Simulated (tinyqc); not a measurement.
Inside a calculation. Method: CISD on RHF in the sto-3g basis, frozen core, for HF, spin multiplicity 1. One step of it, computed by the program tinyqc.

Task: CISD: roots. Diagonalise (each vector has its largest component positive (the first on a tie)); all determinants have Ms = 0, so triplets appear too. The lowest singlet root is the correlation energy.

Occupation strings over the orbitals (2 doubly, a alpha, b beta, 0 empty; spin orbitals ordered 1a 1b 2a 2b ...): 222220 22a22b 2a222b 22b22a 2b222a 222202 222022 220222 2ab222 2ba222 202222

H - E(HF) between determinants (hartree), order 222220, 22a22b, 2a222b, 22b22a, 2b222a, 222202, 222022, 220222, 2ab222, 2ba222, 202222:
```
[[0.000000, 0.000000, 0.000000, 0.000000, 0.000000, 0.030237, 0.030237, 0.205648, -0.047230, 0.047230, 0.093189],
 [0.000000, 0.549446, -0.010890, -0.205648, -0.047230, 0.019026, 0.019026, 0.087123, 0.090508, -0.033246, 0.063135],
 [0.000000, -0.010890, 1.338508, -0.047230, -0.093189, 0.035400, 0.035400, -0.090508, -0.182953, 0.063135, 0.046760],
 [0.000000, -0.205648, -0.047230, 0.549446, -0.010890, -0.019026, -0.019026, -0.087123, -0.033246, 0.090508, -0.063135],
 [0.000000, -0.047230, -0.093189, -0.010890, 1.338508, -0.035400, -0.035400, 0.090508, 0.063135, -0.182953, -0.046760],
 [0.030237, 0.019026, 0.035400, -0.019026, -0.035400, 1.070048, 0.053770, 0.040842, 0.035423, -0.035423, 0.185649],
 [0.030237, 0.019026, 0.035400, -0.019026, -0.035400, 0.053770, 1.070048, 0.040842, 0.035423, -0.035423, 0.185649],
 [0.205648, 0.087123, -0.090508, -0.087123, 0.090508, 0.040842, 0.040842, 1.188199, 0.097926, -0.097926, 0.147991],
 [-0.047230, 0.090508, -0.182953, -0.033246, 0.063135, 0.035423, 0.035423, 0.097926, 1.986872, -0.147991, 0.106601],
 [0.047230, -0.033246, 0.063135, 0.090508, -0.182953, -0.035423, -0.035423, -0.097926, -0.147991, 1.986872, -0.106601],
 [0.093189, 0.063135, 0.046760, -0.063135, -0.046760, 0.185649, 0.185649, 0.147991, 0.106601, -0.106601, 2.916568]]
```

Give: lowest roots of this matrix, relative to E(HF); lowest vectors; <S^2> of these roots; weight of the ground state by excitation level 0, 1, 2, ....

Result:

lowest roots of this matrix, relative to E(HF) (hartree): [-0.041, 0.338, 0.710, 1.016, 1.045, 1.206, 1.224, 1.398]

lowest vectors, order 222220, 22a22b, 2a222b, 22b22a, 2b222a, 222202, 222022, 220222, 2ab222, 2ba222, 202222:
```
[[0.984, 0.000, -0.059, 0.000],
 [0.017, 0.705, 0.680, 0.000],
 [-0.004, 0.042, -0.081, 0.000],
 [-0.017, 0.705, -0.680, 0.000],
 [0.004, 0.042, 0.081, 0.000],
 [-0.018, 0.000, -0.007, 0.707],
 [-0.018, 0.000, -0.007, -0.707],
 [-0.168, 0.000, -0.224, 0.000],
 [0.029, -0.024, -0.058, 0.000],
 [-0.029, -0.024, 0.058, 0.000],
 [-0.023, 0.000, -0.011, 0.000]]
```

<S^2> of these roots: [0.000, 2.000, 0.000, 0.000, 0.000, 0.000, 2.000, 0.000]

weight of the ground state by excitation level 0, 1, 2, ...: [0.968, 0.001, 0.031]

With one virtual orbital singles and doubles already span the full space.
